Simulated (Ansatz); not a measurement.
The input, for Ansatz 0.2.0:

```yaml
crystal:
  periodic: [false, false, false]
  atoms:
    - {symbol: C, position_ang: [-0.012455, -0.277117, 1.755797]}
    - {symbol: Si, position_ang: [-0.004451, 0.227208, 0.018184]}
    - {symbol: C, position_ang: [0.039031, -0.233056, -1.577710]}
    - {symbol: H, position_ang: [-0.192654, -0.251725, -2.628772]}
basis:
  gaussian: {orbitals: cc-pVTZ}
total_charge: 1
magnetization: {spin_polarized: false, initial_magnetization: 2}
correlation: {method: ccsdt_q, electrons: outside_noble_gas}
```

```sh
$ ansatz run in.yaml --threads 2 --pin off --events-out ev --progress --plain --max-ram 24576MiB --backend cuda --devices 0, --max-vram 18GiB
```

The program prints:

```
1320 factors; integrals over basis functions are off by at most 1.9e-7 eV
mean field evaluation 1: about -9916.0777 eV, gradient 3.7e1 eV
mean field evaluation 2: about -9916.0864 eV, gradient 3.7e1 eV
mean field evaluation 4: about -9921.3463 eV, gradient 1.2e1 eV
mean field evaluation 8: about -9922.6555 eV, gradient 7.9e-1 eV
mean field evaluation 16: about -9922.7542 eV, gradient 3.1e-1 eV
mean field evaluation 32: about -9922.8385 eV, gradient 6.0e-3 eV
mean field evaluation 64: about -9922.8385 eV, gradient 1.5e-3 eV
mean field evaluation 96: about -9920.6313 eV, gradient 5.0e0 eV
mean field evaluation 128: about -9922.3646 eV, gradient 3.1e-1 eV
mean field evaluation 160: about -9921.2210 eV, gradient 5.1e0 eV
...
cycle  56  -11.11140460 eV  change   -9.8e-7 eV  update   4.0e-6
cycle  57  -11.11140173 eV  change    2.9e-6 eV  update   3.4e-6
cycle  58  -11.11140067 eV  change    1.1e-6 eV  update   3.0e-6
cycle  59  -11.11140075 eV  change   -8.7e-8 eV  update   2.5e-6
cycle  60  -11.11140066 eV  change    9.6e-8 eV  update   2.1e-6
cycle  61  -11.11139978 eV  change    8.8e-7 eV  update   1.8e-6
cycle  62  -11.11139949 eV  change    2.9e-7 eV  update   1.6e-6
cycle  63  -11.11139871 eV  change    7.8e-7 eV  update   1.4e-6
cycle  64  -11.11139786 eV  change    8.5e-7 eV  update   1.2e-6
cycle  65  -11.11139696 eV  change    9.0e-7 eV  update   1.0e-6
perturbative correction -0.31706694 eV, -0.0116519951 hartree
Total energy: -9933.98245658 eV, -365.0671217840 hartree
```

Ran on 2 threads of AMD EPYC 7R13 with a shared H100 80 GB, shared host: 1.8 min wall, 1.2 GiB peak host memory.
